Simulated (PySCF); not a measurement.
## C₅H₁₀O: full NMR table

- Formula: C5H10O
- SMILES: CC(C)(C)C=O
- Point group of the computed structure: Cs
- Degrees of unsaturation: 1
- Carbon signals: 3
- Proton signals: 2

Structure with atom numbers: `[CH3:1][C:2]([CH3:3])([CH3:4])[CH:5]=[O:6]` (H(Xn): hydrogen on atom n).

[PySCF 2.14: geometry from PBE0-D3(BJ)/def2-SVP; spin–spin couplings from B3LYP/pcJ-1 (without the spin–dipole term); NMR shieldings at PBE0/pcSseg-1/GIAO; rapidly exchanging positions averaged; gas phase; a single conformation; non-relativistic Hamiltonian]

Shifts are taken against calculated references (same method and geometry level): TMS for ¹H (31.27 ppm) and ¹³C (184.41 ppm); ¹⁷O (334.56 ppm) against H2O.

| carbon | δC, type | δH (multiplicity, J in Hz) | HMBC from (abs. J ≥ 3 Hz) | span of the C tensor (ppm) |
| --- | --- | --- | --- | --- |
| C1/C3/C4 | 24.3, CH3 | 0.97 (s) | H(C1)/H(C3)/H(C4) | 39 |
| C2 | 42.7, C | – | H(C5), H(C1)/H(C3)/H(C4) | 43 |
| C5 | 209.4, CH | 9.50 (s) | H(C1)/H(C3)/H(C4) | 201 |

Other nuclei:
```
atoms  nucleus      environment  δ (ppm)  σ (ppm)
   O6      ¹⁷O  aldehyde oxygen    669.3   -334.7
```

Selected couplings (Hz, signed; the shortest-range and largest first, 30 at most; isotopes ¹³C, ¹H): ¹J(C5,H(C5)) 171.5, ¹J(C1,H(C1)) 134.2, ¹J(C2,C5) 39.8, ¹J(C1,C2) 36.5.

- Carbon types of the structure: 1 × C, 1 × CH, 3 × CH3, which accounts for all hydrogens.
- δC 209.4: aldehyde carbonyl carbon; low-lying n→π* states of the double bond to the heteroatom give a large paramagnetic term (-274 ppm).
- δC 42.7: quaternary sp3 carbon α to a carbonyl; the adjacent C=O deshields it moderately.
- δC 24.3: methyl carbon; aliphatic region, no heteroatom directly attached.
- δH 9.50: hydrogen on an aldehyde carbonyl carbon; deshielded by the polar, anisotropic C=O bond.
- δH 0.97: hydrogen on a methyl carbon.

Shifts are as computed. Against solution values, carbons near 30 ppm lie about +2 ppm off and those near 130 ppm about +5 ppm. Of 1211 compounds with measured shifts, 218 miss one by over three times the rms of a fit or turn the order of signals round; such compounds aren't used in these exercises. Unscaled 17O shifts of doubly bonded oxygen tend to come out too high, by tens of ppm or more. Experimental scales use liquid or dissolved standards, which lie at an offset from isolated H2O (liquid H2O: subtract about 36 ppm).
